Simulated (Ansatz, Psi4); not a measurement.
# Worked example: the enthalpy of formation of SO3 (sulfur trioxide)

The species is SO3 (4 atoms), meant as a singlet with charge 0. As SMILES, `O=S(=O)=O`. The shape is that of a PBE0-D4/def2-TZVP optimisation.

Total energies at BLYP/6-311+G** (Psi4 1.11); the atoms run unrestricted:

```
species    state  energy (Eh)
    SO3  singlet  -623.836788
      O  triplet   -75.079267
      S  triplet  -398.117760
```

Harmonic wavenumbers at PBE0-D4/def2-TZVP, in cm⁻¹: 509, 534, 534, 1110, 1445, 1445.

Measured heats of formation of the gaseous atoms at 298.15 K, in kJ/mol: O 249.2, S 277.0. Spin-orbit lowering of the atoms at 298 K (mean of the ground term's levels less their thermal mean, from spectra), in kJ/mol: O 0.40, S 1.88. Take 1 Eh = 2625.50 kJ/mol, 1 cm⁻¹ = 0.0119627 kJ/mol, RT = 2.479 kJ/mol.

Question: Work out the heat of formation of the gas at 298 K.

Answer: 
1. Electronic atomisation energy: 3 × (-75.079267) + (-398.117760) − (-623.836788) = 0.481227 Eh = 1263.5 kJ/mol.
2. Zero-point energy: half the sum of the wavenumbers, 2788.5 cm⁻¹ = 33.4 kJ/mol.
3. Thermal vibrational enthalpy, Σ hcν̃/(exp(hcν̃/kT) − 1): 1.7 kJ/mol. Translation, rotation and pV of a non-linear molecule: 4 RT = 9.9 kJ/mol.
4. The 4 free atoms carry 5/2 RT each: 24.8 kJ/mol.
5. Spin-orbit coupling lowers the free atoms by 3 × 0.40 + 1.88 = 3.1 kJ/mol.
6. Atomisation enthalpy at 298 K: 1263.5 − 3.1 − 33.4 − 1.7 − 9.9 + 24.8 = 1240.2 kJ/mol.
7. Sum of the atoms' heats of formation: 1024.6 kJ/mol. Heat of formation: 1024.6 − 1240.2 = -215.6 kJ/mol.

The tabulated value is -395.8 kJ/mol (NIST-JANAF tables), so this level is off by +180.2 kJ/mol, or 12.7 % of the atomisation enthalpy that the table implies (1420.4 kJ/mol). Anharmonicity and any spin-orbit splitting of the molecule are left out.
